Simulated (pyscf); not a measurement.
Single points on ωB97X-D3(BJ)/def2-SVP structures (PySCF, gas phase).

**Question.** PBE/def2-TZVP puts the barrier of HO–B(OH)–OH (SMILES OB(O)O) + H₂ (SMILES [H][H]) → H₂O (SMILES O) + HO–BH–OH (SMILES OBO) (four-centre exchange; singlet surface; B–O, H–H broken, H–O, B–H formed) at 48.5 kcal/mol and the reaction energy at +24.3 kcal/mol, from the separated reactants. What do PBE0-D3(BJ)/def2-TZVP, M06-2X/def2-TZVP, ωB97M-D3(BJ)/def2-TZVP give on the same structures?

**Answer.** PBE0-D3(BJ): ΔE‡ = 51.2 kcal/mol, ΔE = +25.2 kcal/mol; M06-2X: ΔE‡ = 56.9 kcal/mol, ΔE = +28.3 kcal/mol; ωB97M-D3(BJ): ΔE‡ = 54.5 kcal/mol, ΔE = +25.4 kcal/mol. PBE's barrier lies under all of them, by 2.6 to 8.4 kcal/mol. Its reaction energy lies under all of them, by 0.9 to 4.0 kcal/mol. The products may also form a dative adduct at HO–BH–OH; it and routes through it were not searched. At the saddle there is also a short B–H contact that neither side keeps. One saddle was located; it need not be the lowest between these sides.
